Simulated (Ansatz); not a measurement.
AsF, triplet: the ladder up to UCCSDT(Q)

Geometry: that of the AsF⁻, doublet, kept fixed.

```yaml
atoms:
  - { symbol: F, position_ang: [0.0000, 0.0000, 0.0000] }
  - { symbol: As, position_ang: [0.0000, 0.0000, 1.8470] }
```

Basis aug-cc-pVDZ; Ansatz 0.2.0. Only valence electrons are correlated (noble-gas cores and the filled d shells of p-block atoms frozen), which leaves 12 electrons in 44 orbitals. R marks a restricted (for open shells ROHF) determinant, U an unrestricted one. Active spaces: valence = (12e, 8o) chosen from the atoms' valence shells. No spin–orbit coupling is included, and no scalar relativity.

Full CI isn't at hand for all of this; UCCSDT(Q) serves as the reference, and is uncertain by about the last step of the cluster series. The frozen core follows each run's orbitals, which can shift R against U totals by a few meV for light atoms and by up to 0.1 eV past Ca.

- UHF ⟨S²⟩: 2.019
- T1 diagnostic (RCCSD): 0.0234
- largest doubles amplitude (RCCSD): 0.040
- T1 diagnostic (UCCSD): 0.0219

| level | E − E(UCCSDT(Q)) (meV) | wall time |
| --- | --- | --- |
| UHF | 8371 | – |
| UMP2 | 614 | – |
| UCCSD | 275 | – |
| UCCSD(T) | 39 | 9 s |
| UCCSDT | 19 | – |

Run but not shown, since their state, orbitals or frozen core can't be matched to the reference's or they repeat it: RHF, RMP2, CISD, RCCSD, RCCSD(T), BCCD(T), RCCSDT, RCCSDT(Q), CASSCF (valence space), NEVPT2 (valence space), MRCISD (valence space), MRCISD+Q (valence space).

Times hold each run's SCF and search for its determinant on a shared host, so for small cases they say little of a method's own cost; they ran on 1 thread of Arm Neoverse V1. Some runs computed forces too.

Natural occupations of CASSCF (valence space) about the gap: 1.996 1.996 1.964 1.004 1.004 0.038; effectively unpaired electrons, Σ n²(2−n)², 2.01.
